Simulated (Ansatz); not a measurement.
**ClHOSi (SMILES O[Si]Cl): a rigid scan of the angle Si2–O1–H4**

The task here is to estimate one member of a computed series from the others.

Computed with Ansatz 0.2.0, Gaussian basis. Level: single points in def2-TZVPP.

Levels: PBE-D4, r2SCAN-D4, PBE0-D4, B3LYP-D4, wB97M-V, Hartree-Fock, MP2, CCSD, CCSD(T). The scan takes 96.4, 102.4, 108.4, 114.4, 120.4, 126.4, 132.4, 138.4, 144.4°.

Cores are frozen in the correlated methods. B3LYP uses VWN-RPA correlation.

27 further runs of the same task are left out: 27 set aside as unsound or not needed.

## The starting structure

4 atoms, charge 0, spin multiplicity 1.

Atoms are counted from 1 here; the program's logs count them from 0.

Bond lengths: O1–Si2 1.605 Å, O1–H4 1.027 Å, Si2–Cl3 2.021 Å. Angles: Si2–O1–H4 117.7°, O1–Si2–Cl3 101.3°.

Coordinates:

```mol
ClHOSi
  3D, bonds by distance, orders not assigned

  4  3  0  0  0  0  0  0  0  0999 V2000
   -0.9172    0.4130   -0.2942 O   0  0
   -0.4125   -0.7831    0.6489 Si  0  0
    1.5892   -0.6682    0.3961 Cl  0  0
   -0.2040    0.9781   -0.7711 H   0  0
  1  2  8  0
  1  4  8  0
  2  3  8  0
M  END
```

Set-up of the first run:

The input, pre/in.yaml:

```yaml
crystal:
  periodic: [false, false, false]
  atoms:
    - {symbol: O, position_ang: [-0.917200, 0.413000, -0.294200]}
    - {symbol: Si, position_ang: [-0.412500, -0.783100, 0.648900]}
    - {symbol: Cl, position_ang: [1.589200, -0.668200, 0.396100]}
    - {symbol: H, position_ang: [-0.204000, 0.978100, -0.771100]}
basis:
  gaussian: {orbitals: def2-SVP}
hamiltonian: {xc: pbe, dispersion: d4}
relax: {f_tol: 0.03, max_steps: 250}
```

No record of the launch command was kept for these runs.

Among the steps run: A first relaxation in a small basis; Finding the minimum; Reference energies at the minimum; Si2–O1–H4 = 96.4°; Si2–O1–H4 = 102.4°; Si2–O1–H4 = 108.4°; Si2–O1–H4 = 114.4°; Si2–O1–H4 = 120.4°; Si2–O1–H4 = 126.4°; Si2–O1–H4 = 132.4°; Si2–O1–H4 = 138.4°; Si2–O1–H4 = 144.4°.

One table of the session follows, with a row left open; its other results are not shown here.

Energies less that of the minimum at the same level (kcal/mol):

| angle (°) | PBE-D4 | PBE0-D4 | B3LYP-D4 | wB97M-V | Hartree-Fock |
| --- | --- | --- | --- | --- | --- |
| 96.4 | 4.6 | 4.8 | 5.5 | 5.0 | 6.6 |
| 102.4 | 2.5 | 2.6 | 3.0 | 2.7 | 3.6 |
| 108.4 | 1.0 | 1.1 | 1.3 | 1.1 | 1.6 |
| 114.4 | 0.3 | 0.3 | 0.4 | 0.3 | 0.5 |
| 120.4 (minimum) | 0.0 | 0.0 | 0.0 | 0.0 | 0.0 |
| 120.4 | 0.0 | 0.0 | 0.0 | 0.0 | 0.0 |
| 126.4 | 0.2 | 0.2 | 0.1 | 0.2 | 0.1 |
| 132.4 | 0.8 | 0.8 | 0.6 | 0.8 | 0.7 |
| 138.4 | ? | ? | ? | ? | ? |
| 144.4 | 2.6 | 2.8 | 2.5 | 2.7 | 2.8 |

Estimate the missing values for angle (°) = 138.4.

Worked estimate for «PBE-D4». A straight line through the neighbours (132.4, 0.8) and (144.4, 2.6) gives 0.8 + (2.6 − 0.8) × (138.4 − 132.4) / (144.4 − 132.4) = 1.7; a parabola fitted to 3 rows on both sides gives 1.6.

The run gave: PBE-D4: 1.6; PBE0-D4: 1.7; B3LYP-D4: 1.5; wB97M-V: 1.7; Hartree-Fock: 1.7. In «PBE-D4» the line misses by +0.1 and the parabola by 0.0.

To keep in mind: A polynomial through the near points puts the CCSD(T) minimum 1.4° below the PBE0-D4 value.
